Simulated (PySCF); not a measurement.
Spectrum to structure. Method used: PySCF, TDDFT CAM-B3LYP/def2-SVPD, vertical, gas phase, core orbitals frozen in the response. Geometries: PBE0-D3(BJ)/def2-SVP, one conformer each.

```tsv
state	λ (nm)	f
S1	195.1	0.144
S2	186.8	0.0072
S3	170.5	0.017
S4	169.4	0.021
S5	167.8	0.0036
S6	162.8	0.016
S7	156.8	0.0049
S8	155.0	0.013
S9	153.1	0.0014
S10	148.4	0.0073
```

Triplets computed (Tamm–Dancoff): 4.05, 6.53, 7.03, 7.17 eV.

Orbital energies (eV): HOMO-3 -10.92, HOMO-2 -10.49, HOMO-1 -9.35, HOMO -7.93, LUMO 1.43, LUMO+1 1.62, LUMO+2 2.16.

Question: Which candidate is it?
A. `CC1C=CC=C1`
B. `[C@@H]12C=CC[C@@H]1C2`
C. `[C@@H]12C[C@H]2CCC1`

Answer: B. Its S1 lies at 6.36 eV; the nearest of the others has S1 at 7.48 eV. S1 is HOMO→LUMO (91%). Löwdin shares by element: HOMO carbon 77% or more (atoms not listed hold the other 23%); LUMO carbon 61% or more, hydrogen 6% or more (atoms not listed hold the other 33%). At the same level the other candidates give, for their lowest levels:
- `CC1C=CC=C1`: 246 nm (f 0.065); 193 nm (f 0.010); 181 nm (f 0.013); 174 nm (f 0.047); 174 nm (f 0.019); HOMO -7.60, LUMO 0.45 eV
- `C1C[C@@H]2C[C@@H]2C1`: 166 nm (f 0.008); 158 nm (f 0.000); 155 nm (f 0.019); 149 nm (f 0.005); 149 nm (f 0.000); T1 7.34 eV; HOMO -8.96, LUMO 1.48 eV
